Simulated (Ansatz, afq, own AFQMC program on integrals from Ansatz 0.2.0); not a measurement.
Two steps: Ansatz 0.2.0 writes the Fock matrix and Cholesky factors of the valence space, and afq projects on them the lowest state that overlaps trial and start.

```yaml
crystal:
  periodic: [false, false, false]
  atoms:
    - {symbol: Ge, position_ang: [0.000000, 0.370556, 0.530297]}
    - {symbol: Al, position_ang: [0.000000, -1.074566, -1.446524]}
    - {symbol: H, position_ang: [0.000000, 2.059871, 0.504701]}
basis:
  gaussian: {orbitals: cc-pVDZ}
magnetization: {spin_polarized: true, initial_magnetization: 2}
correlation: {method: ccsd_t, electrons: outside_noble_gas, hamiltonian_folder: ham}
```

```sh
$ ansatz run in.yaml --threads 1 --pin off --events-out ev --progress --plain --max-ram 1382MiB
```

Options of the walk:

```
--method phaseless --trial cisd --walkers 60 --populations 1 --least-time 40 --time-step 0.005 --steps-per-block 50 --equilibration-blocks 28 --max-blocks 300 --target-error 0.00034 --factor-cut 1e-05 --start spin_pure --seed 9614 --release-times 0.24,0.51,0.99,1.62,2.4 --release-step 0.03 --release-every 4 --taylor-order 6
```

Times are imaginary, in 1/Eh. The walk had a cap of 630 s. Filled inner d shells are frozen with the cores.

afq prints:

```
orbitals 31  electrons 5 3  factors 233 of 555
reference energy -2317.78520268 Eh
CCSD correlation -0.13950823 Eh in 16 cycles, weight of the determinant in the CISD state 0.8195
energy of the start -2317.917831 Eh
 block  time / (1/Eh)  mean weight  energy / Eh
     1     0.250  0.9996  -2317.918827
     2     0.500  1.0008  -2317.920720
     3     0.750  0.9999  -2317.922726
     4     1.000  1.0002  -2317.922771
     5     1.250  1.0005  -2317.925321
    10     2.500  0.9990  -2317.928627
    37     9.250  0.9999  -2317.935109
    67    16.750  1.0007  -2317.927548
    97    24.250  1.0000  -2317.930359
   127    31.750  0.9893  -2317.930395
   157    39.250  0.9981  -2317.926804
   187    46.750  0.9977  -2317.919570
   217    54.250  0.9994  -2317.932561
   247    61.750  0.9996  -2317.938207
   265    66.250  1.0005  -2317.926881
blocks merged  error / Eh  count
     1  0.000201  240
     2  0.000255  120
     4  0.000301  60
     8  0.000332  30
    16  0.000371  15
released: time / (1/Eh)  energy / Eh  error  mean overlap
  0.24  -2317.931517  0.000330  0.9898
  0.51  -2317.931719  0.000264  0.9825
  0.99  -2317.931678  0.000322  0.9876
  1.62  -2317.931681  0.000373  1.0007
  2.40  -2317.932327  0.000468  0.9874
energy -2317.930989 +/- 0.000332 Eh
(rows thinned)
```

The run passed its tests (sampling time, drift between the halves within three errors, error under three times the target), which doesn't prove that it has relaxed. The second half of the sampling lies above the first by 1.9 errors of their difference, so the energy may still be moving and its error bar be too small.

Against this walk (error 9.0 meV) on the same determinant: CCSD(T) 23.4 meV higher, CCSDT(Q) 34.2 meV lower. The error is statistical and leaves out the bias of the constraint. The determinant has ⟨S²⟩ = 2.22, so the low cluster orders mix in higher spin (the high orders can go on to a lower state of that spin), while the walk starts as a pure triplet. None of these is a sure reference here. Released to 2.40 1/Eh the energy lies 36 ± 16 meV (both errors) below the phaseless value, which shows part or all of the bias of the constraint, and CCSDT(Q) lies 2.2 meV above the released value.

Cautions: constraint bias not in the error; no relativity below Rb; no spin-orbit coupling; inner d shell frozen; lower spins were not checked; higher spins were not checked; strong correlation (T1 0.059, weight of the determinant 0.82, largest double 0.09); unrestricted determinant spin contaminated (⟨S²⟩ 2.22 against 2.00); the bias of populations of 60 walkers isn't removed.

The walk took 2.7 min on 1 thread of Intel(R) Xeon(R) Platinum 8488C (Sapphire Rapids) (shared host). The log's last line is the phaseless energy.

CCSDT and higher add their correlation energy to the determinant of the CCSD(T) run, since their own runs factorise the integrals more tightly (a shift of under 2 meV). A walk keeps the symmetry of its determinant, which the program's search chose and which needn't be the lowest solution, so a lower state of the same spin and another symmetry isn't excluded.
